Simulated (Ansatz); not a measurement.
`C#CC(=C)O` + H–F → `C=C(O)F` + `C#C` at 400 K and 1 bar (substitution at a C–C bond).

Program: Ansatz. Geometries: PBE0-D4/def2-TZVP. ΔE: electronic, gas phase. CCSD(T)/CBS is the MP2 limit (def2-TZVPP, def2-QZVPP) plus CCSD(T) − MP2 in def2-TZVPP, frozen cores. This one scheme is used for every species. One conformer a species, not always the lowest.

```
    species  CCSD(T)/CBS energy (Eh)  H − E (kJ/mol)  S (J/(mol·K))
`C#CC(=C)O`               -229.69374           200.1          331.6
        H–F               -100.39570            36.5          182.2
  `C=C(O)F`               -252.84296           149.4          306.1
      `C#C`                -77.22717            85.5          213.8
```

H − E and S are ideal-gas, rigid-rotor, harmonic terms from PBE0-D4/def2-TZVP, for one conformer and one mirror image of each species. 1 Eh = 2625.50 kJ/mol, R = 8.31446 J/(mol·K).

Q: By hand: ΔE, ΔH, ΔS and ΔG.

A: ΔE = (-252.84296) + (-77.22717) − (-229.69374) − (-100.39570) = 0.01931 Eh = 50.7 kJ/mol. Δ(H − E) = 149.4 + 85.5 − 200.1 − 36.5 = -1.7, so ΔH = 49.0 kJ/mol. ΔS = 306.1 + 213.8 − 331.6 − 182.2 = 6.1 J/(mol·K). ΔG = 49.0 − 400 × (6.1)/1000 = 46.6 kJ/mol.

Q: By hand: the equilibrium constant, and the temperature at which ΔG would vanish if ΔH and ΔS stayed fixed.

A: log₁₀ K = −ΔG/(RT ln 10) = -6.1. ΔG = 0 at ΔH/ΔS = 8033 K, far beyond where these terms or the molecules hold.

The number of gas molecules stays the same, so ΔS is small and ΔH decides. A doubt of 5 kJ/mol in ΔE shifts log₁₀ K by 0.7 here. Other conformers and mirror images would add mixing entropy, several J/(mol·K) or more a flexible species. These are equilibria of isolated gas molecules and say nothing of rates. Largest T1 diagnostic: 0.013 (customary marks: 0.02 for closed shells, 0.045 for open ones).
